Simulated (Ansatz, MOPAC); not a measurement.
Reaction (SMILES): C=C[Si](O)(O)O [ethenyl(trihydroxy)silane] + 6 [H][H] (H2) → 2 C (CH4) + 3 O (H2O) + [SiH4] (SiH4)

Wanted: energy of full hydrogenation (enthalpy at 298 K), in kcal/mol. Terms: no spin-orbit coupling; no dispersion term unless named; frozen cores in correlated levels; 6-31G* and kin with 6d, 5d where marked; non-relativistic. CBS marks a two-point X^-3 extrapolation of the correlation energy; Hartree-Fock from the larger set. First-principles rows: single points at B3LYP-D3(BJ) geometries (Ansatz, a quantum-chemistry and plane-wave program), with unscaled harmonic terms from B3LYP/6-31G* (Ansatz) at its own minima. Semi-empirical rows: MOPAC heats of formation at their own minima for 298 K.

```csv
species,coefficient,"E at B3LYP/6-31G* (Ansatz), Eh","E at PBE/def2-TZVPD (Ansatz), Eh","H(298 K) - E, kcal/mol","heat of formation at AM1 (MOPAC), kcal/mol"
C=C[Si](O)(O)O,-1,-595.09716,-594.78031,59.73,-212.42
[H][H] (H2),-6,-1.17549,-1.16589,8.44,-5.18
C (CH4),+2,-40.51834,-40.46301,30.76,-8.79
O (H2O),+3,-76.40884,-76.38111,15.65,-59.25
[SiH4] (SiH4),+1,-291.88365,-291.72111,22.18,4.12
```

Coupled cluster (Ansatz) is a level with limits of its own, used here on species with T1 under 0.025 (0.045 for open shells) and stable references: CCSD(T)/CBS(cc-pV(T+d)Z,cc-pV(Q+d)Z). Value to compare with, CCSD(T)/CBS(cc-pV(T+d)Z,cc-pV(Q+d)Z) (Ansatz): 23.2 kcal/mol. 1 Eh = 627.5095 kcal/mol.

Work the quantity out at each level, and compare with CCSD(T)/CBS(cc-pV(T+d)Z,cc-pV(Q+d)Z) (Ansatz).


- B3LYP/6-31G*: the sum of coefficient times E is 0.00325 Eh, or 2.04 kcal/mol; the thermal terms add 20.28. Result: 22.3 kcal/mol. Its difference against CCSD(T)/CBS(cc-pV(T+d)Z,cc-pV(Q+d)Z) (Ansatz) is -0.9 kcal/mol.
- PBE/def2-TZVPD: the sum of coefficient times E is -0.01481 Eh, or -9.29 kcal/mol; the thermal terms add 20.28. Result: 11.0 kcal/mol. Its difference against CCSD(T)/CBS(cc-pV(T+d)Z,cc-pV(Q+d)Z) (Ansatz) is -12.2 kcal/mol.
- AM1: the sum of coefficient times heat of formation is 52.29 kcal/mol; it needs no thermal term. Its difference against CCSD(T)/CBS(cc-pV(T+d)Z,cc-pV(Q+d)Z) (Ansatz) is 29.1 kcal/mol.
